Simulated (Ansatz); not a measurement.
# C3H9Cl: the cost of one run

All numbers below are computed with Ansatz 0.2.0 (UKS PBE-D4/STO-3G).

**1. The structure to begin with**

Bond lengths: C1–C2 1.523 Å, C1–H3 1.088 Å, C1–H4 1.088 Å, C1–H5 1.088 Å, C2–H6 1.089 Å, C2–H7 1.088 Å, C2–H8 1.089 Å, C9–Cl10 1.779 Å, C9–H11 1.086 Å, C9–H12 1.086 Å, C9–H13 1.086 Å. Angles (14 of 18 angles, heavy atoms first): C1–C2–H6 110.8°, C1–C2–H7 110.6°, C1–C2–H8 110.5°, C2–C1–H3 110.5°, C2–C1–H4 110.7°, C2–C1–H5 110.7°, Cl10–C9–H11 108.2°, Cl10–C9–H12 108.2°, Cl10–C9–H13 108.2°, H6–C2–H7 108.4°, H6–C2–H8 108.2°, H7–C2–H8 108.3°, H3–C1–H4 108.2°, H3–C1–H5 108.2°.

As a file:

```xyz
13

C     0.8111   -0.0338   -1.5513
C    -0.7068   -0.0900   -1.6561
H     1.2694   -0.6839   -2.2939
H     1.1700    0.9794   -1.7178
H     1.1405   -0.3573   -0.5659
H    -1.1700    0.5744   -0.9279
H    -1.0658   -1.1010   -1.4757
H    -1.0312    0.2149   -2.6497
C    -0.0771    0.0283    2.4335
Cl   -0.1504    0.8652    4.0019
H     0.6236   -0.7966    2.5213
H     0.2579    0.7393    1.6840
H    -1.0712   -0.3389    2.1975
```

**2. Preparing the start**

Input file input.yaml:

```yaml
crystal:
  periodic: [false, false, false]
  atoms:
    - { symbol: C, position_ang: [0.8111, -0.0338, -1.5513] }
    - { symbol: C, position_ang: [-0.7068, -0.09, -1.6561] }
    - { symbol: H, position_ang: [1.2694, -0.6839, -2.2939] }
    - { symbol: H, position_ang: [1.17, 0.9794, -1.7178] }
    - { symbol: H, position_ang: [1.1405, -0.3573, -0.5659] }
    - { symbol: H, position_ang: [-1.17, 0.5744, -0.9279] }
    - { symbol: H, position_ang: [-1.0658, -1.101, -1.4757] }
    - { symbol: H, position_ang: [-1.0312, 0.2149, -2.6497] }
    - { symbol: C, position_ang: [-0.0771, 0.0283, 2.4335] }
    - { symbol: Cl, position_ang: [-0.1504, 0.8652, 4.0019] }
    - { symbol: H, position_ang: [0.6236, -0.7966, 2.5213] }
    - { symbol: H, position_ang: [0.2579, 0.7393, 1.684] }
    - { symbol: H, position_ang: [-1.0712, -0.3389, 2.1975] }
magnetization:
  spin_polarized: true
basis:
  gaussian: { orbitals: STO-3G }
hamiltonian:
  xc: pbe
  dispersion: d4
relax:
  f_tol: 0.02
  max_steps: 40
```

The run is started by

```sh
$ ansatz run input.yaml --threads 1 --pin off --max-ram 2048MiB --backend cpu --events-out ev --progress --plain --runs-dir out
```

**Question.** How long does this run take on 1 thread of Arm Neoverse V1, shared host, and how much memory does it need?

About 74 s, with a peak of 0.13 GiB.
